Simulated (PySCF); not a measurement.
# Orbital picture of PO⁺

r²SCANh at R = 1.432 Å; basis P cc-pV(D+d)Z, O cc-pVDZ; no relativity; PySCF 2.14. State: ¹Σ⁺ (singlet), closed shell. Only the outer orbitals are listed, counted within each symmetry.

| orbital | occ. | ε (eV) | on P (%) | main shells (%) |
| --- | --- | --- | --- | --- |
| 5σ | 2 | -37.56 | 23 | 71 O s, 13 P s |
| 6σ | 2 | -23.41 | 65 | 61 P s, 19 O p, 16 O s |
| 2π | 2 | -19.38 | 30 | 69 O p, 27 P p |
| 2π | 2 | -19.38 | 30 | 69 O p, 27 P p |
| 7σ | 2 | -18.96 | 47 | 47 O p, 28 P p, 18 P s |
| 3π | 0 | -11.81 | 77 | 73 P p, 23 O p |
| 3π | 0 | -11.81 | 77 | 73 P p, 23 O p |
| 8σ | 0 | -6.66 | 98 | 64 P p, 25 P d, 9 P s |

**Question.** Which are the highest filled and the lowest empty level, where do they sit, and how wide is the gap?

**Answer.** Highest filled 7σ at -18.96 eV (in %: 47 O p, 28 P p, 18 P s); lowest empty 3π at -11.81 eV (in %: 73 P p, 23 O p); the gap at r²SCANh is 7.15 eV.

```
bond order (Mayer)                                                                                                : 2.60
⟨S²⟩                                                                                                              : 0.000
charge on P (Mulliken, basis-dependent)                                                                           : 1.07
charge on P (Löwdin, basis-dependent)                                                                             : 1.20
dipole moment (positive dipole points towards O; it is taken about the centre of mass and depends on that origin) : -3.35 D
```
